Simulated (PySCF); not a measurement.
**azulene radical anion (C10H8−) (doublet): geometry, EPR parameters**

Wanted: the EPR parameters of azulene radical anion (C10H8−) (doublet) (`c1ccc2cccc-2cc1`), by calculation.

Programs: PySCF 2.14.0, with density-fitted response routines of our own. Each step states its level of theory. These are calculated values for one molecule in the gas phase, unless marked as measured. Atoms are numbered from 0 throughout.

## 1. The starting structure

18 atoms, charge -1, multiplicity 2; geometry from: GFN2-xTB.

Bonds of the start (Å): C0–C1 1.40, C1–C2 1.37, C2–C3 1.43, C3–C4 1.40, C4–C5 1.40, C5–C6 1.40, C6–C7 1.40, C7–C8 1.43, C8–C9 1.37, C9–C0 1.40, C7–C3 1.44, C0–H10 1.09, C1–H11 1.09, C2–H12 1.09, C4–H13 1.08, C5–H14 1.08, C6–H15 1.08, C8–H16 1.09, C9–H17 1.09.

## 2. Relaxing the molecule at PBE0-D3(BJ)/def2-SVP

Job settings and geometry (Å):

```
{"job": {"xc": "PBE0", "basis": "def2-SVP", "d3": "d3bj", "grid": 1, "kind": "geom"}, "charge": -1, "multiplicity": 2}
C     -2.402190    -0.481430     0.028850
C     -2.046940     0.855300     0.271610
C     -0.807410     1.434190     0.318900
C      0.461850     0.813600     0.131630
C      1.692490     1.467930     0.202890
C      2.712850     0.544520    -0.031780
C      2.122550    -0.701330    -0.250700
C      0.736370    -0.569730    -0.155730
C     -0.198690    -1.633300    -0.315170
C     -1.563910    -1.577600    -0.231980
H     -3.469210    -0.695250     0.047480
H     -2.892040     1.524230     0.447160
H     -0.770410     2.502380     0.526920
H      1.829990     2.521030     0.407790
H      3.773890     0.757800    -0.042610
H      2.650570    -1.621100    -0.464260
H      0.241980    -2.606990    -0.524340
H     -2.089260    -2.521600    -0.389980
```

Standard output:

```text
step   0  E = -385.13957172  max force = 0.008636
step   1  E = -385.14157317  max force = 0.003591
step   2  E = -385.14151810  max force = 0.005272
step   3  E = -385.14164128  max force = 0.001897
step   4  E = -385.14164240  max force = 0.001316
step   5  E = -385.14166772  max force = 0.000273
step   6  E = -385.14166791  max force = 0.000397
optimisation converged
```

It took 2 min on 1 thread, shared host.

The steps of the relaxation: (the energy doesn't fall at every step)

```
step  energy from step 0 (eV)  largest force component (eV/Å)
   0                   0.0000                          0.4441
   1                  -0.0545                          0.1847
   2                  -0.0530                          0.2711
   3                  -0.0563                          0.0975
   4                  -0.0563                          0.0677
   5                  -0.0570                          0.0140
   6                  -0.0570                          0.0204
```

Close pairs (by a distance rule), those that changed most:

```
  bond  before (Å)  after (Å)  change (Å)
 C3–C4       1.396      1.410      +0.014
 C5–C6       1.396      1.410      +0.014
 C6–C7       1.396      1.410      +0.014
 C4–C5       1.396      1.410      +0.014
 C1–C2       1.369      1.381      +0.012
 C8–C9       1.369      1.381      +0.012
C4–H13       1.082      1.094      +0.012
C6–H15       1.082      1.094      +0.012
```

The end geometry stands in the next job.

```
                         at the end point                value
  point group (found at 0.08 Å tolerance)                  C2v
rotational constants (GHz, main isotopes)  2.847, 1.233, 0.860
                                     ⟨S²⟩                0.773
```

## 3. g tensor and hyperfine couplings: B3LYP/IGLO-III+pcH-1

Job settings and geometry (Å):

```
{"job": {"kind": "epr"}, "charge": -1, "multiplicity": 2}
C     -2.428439    -0.486583     0.027441
C     -2.064410     0.859443     0.274431
C     -0.812254     1.440072     0.324326
C      0.467212     0.818780     0.135949
C      1.708983     1.482733     0.204025
C      2.740906     0.551509    -0.033469
C      2.144040    -0.707091    -0.252349
C      0.743956    -0.574407    -0.154099
C     -0.200365    -1.642360    -0.315802
C     -1.577975    -1.588360    -0.233684
H     -3.502880    -0.702865     0.040694
H     -2.907877     1.540368     0.452259
H     -0.781393     2.516666     0.535003
H      1.832953     2.549759     0.409320
H      3.812455     0.766880    -0.045660
H      2.666219    -1.644243    -0.464978
H      0.238530    -2.624728    -0.532089
H     -2.097181    -2.542923    -0.394640
```

Level: UKS B3LYP, IGLO-III on C, pcH-1 on H, non-relativistic, mean-field spin-orbit, GIAO.

Standard output:

```text
UKS, coarse grid
  cycle   1  E = -385.86379133  |g| = 4.69e-01
  cycle   2  E = -385.72411155  |g| = 6.95e-01
  cycle   3  E = -385.99716443  |g| = 1.08e-01
  cycle   4  E = -386.00117222  |g| = 6.60e-02
  cycle   5  E = -386.00353834  |g| = 2.42e-02
  cycle   6  E = -386.00385448  |g| = 7.70e-03
  cycle   7  E = -386.00389176  |g| = 3.18e-03
  cycle   8  E = -386.00390023  |g| = 2.40e-03
  cycle   9  E = -386.00390660  |g| = 4.31e-04
UKS, final grid
  cycle   1  E = -386.00394111  |g| = 4.49e-04
  cycle   2  E = -386.00394109  |g| = 6.68e-04
  cycle   3  E = -386.00394134  |g| = 1.49e-04
  cycle   4  E = -386.00394137  |g| = 1.19e-04
  cycle   5  E = -386.00394140  |g| = 7.00e-05
  cycle   6  E = -386.00394141  |g| = 2.90e-05
E = -386.00394141 Eh   <S^2> = 0.7651 (exact 0.7500)
g shifts (ppm)      1          2          3
  rmc          -145       -145       -145
  gc             12         38         36
  oz_so         -10        584        713
  total        -144        477        603
hyperfine (MHz)  atom isotope    a_iso     a_fc   dipolar eigenvalues
    0   13C      32.28      32.28    -30.49    -28.57     59.06
    1   13C     -22.35     -22.35     -9.90      3.37      6.53
    2   13C      16.51      16.51    -20.51    -19.57     40.08
    3   13C       1.16       1.16    -12.34    -10.91     23.25
    4   13C     -10.79     -10.79     -4.95      1.99      2.96
    5   13C      13.61      13.61    -14.16    -12.82     26.99
    6   13C     -10.79     -10.79     -4.94      1.99      2.95
    7   13C       1.14       1.14    -12.33    -10.90     23.23
    8   13C      16.54      16.54    -20.53    -19.60     40.13
    9   13C     -22.39     -22.39     -9.93      3.37      6.55
   10    1H     -26.08     -26.08    -15.48      0.80     14.68
   11    1H       4.18       4.18     -2.94      0.30      2.64
   12    1H     -18.16     -18.16    -10.39     -0.40     10.80
   13    1H       1.33       1.33     -2.11      0.06      2.04
   14    1H     -13.05     -13.05     -7.77      0.32      7.45
   15    1H       1.33       1.33     -2.11      0.06      2.04
   16    1H     -18.19     -18.19    -10.41     -0.40     10.81
   17    1H       4.20       4.20     -2.94      0.29      2.65
```

Wall time 1.9 min (1 thread, shared host).

Principal g values 2.00218, 2.00280, 2.00292; g(iso) = 2.00263, against 2.00232 for a free electron.

Hyperfine couplings; where a row names several nuclei, a(iso) is their mean (it holds for fast rotation or exchange) and the dipolar term the largest among them:

```
  nuclei  isotope  a(iso) (MHz)  a(iso) (G, at g = 2.0023)  largest dipolar term (MHz)  measured (MHz)
      C0      13C          32.3                       11.5                        59.1               –
     H10       1H         -26.1                       -9.3                       -15.5           -24.7
  C1, C9      13C         -22.4                       -8.0                        -9.9               –
H12, H16       1H         -18.2                       -6.5                        10.8           -17.4
  C2, C8      13C          16.5                        5.9                        40.1               –
      C5      13C          13.6                        4.9                        27.0               –
     H14       1H         -13.0                       -4.7                        -7.8           -11.1
  C4, C6      13C         -10.8                       -3.8                        -4.9               –
H11, H17       1H           4.2                        1.5                        -2.9             3.8
H13, H15       1H           1.3                        0.5                        -2.1             0.8
  C3, C7      13C           1.2                        0.4                        23.3               –
```

Measured: solution or matrix (EPR); Pople, Beveridge, Approximate Molecular Orbital Theory, McGraw-Hill 1970 (compilation of measured values). Many experiments give no sign.

Mulliken spin populations:

C0 0.41; C1 -0.11; C2 0.27; C3 0.12; C4 -0.06; C5 0.20; C6 -0.06; C7 0.12; C8 0.27; C9 -0.11; H10 -0.03; H11 0.00; H12 -0.02; H13 0.00; H14 -0.01; H15 0.00; H16 -0.02; H17 0.00

In first order the couplings over 0.8 MHz of 1H give 108 distinct lines over 30.9 G, if the averaged nuclei exchange fast.

## 4. What came out

```
                            quantity                 value
                         point group                   C2v
rotational constants (main isotopes)  2.85, 1.23, 0.86 GHz
                      g(iso) (B3LYP)               2.00263
                                ⟨S²⟩    0.765 (exact 0.75)
  largest a(iso) (averaged by class)   13C on C0, 32.3 MHz
```

In words: The optimisation took 6 steps and gained 0.057 eV; among the close pairs (by a distance rule), C3–C4 changed most, from 1.396 to 1.410 Å. No frequency check was run at this level, so the end point may be a saddle. C0 carries the largest spin population, 0.41 e. The isotropic g lies 0.3 ppt above the free-electron value. In size, the 5 measured couplings are missed by 1.0 MHz on average; matrix, vibration and temperature are not in the model.
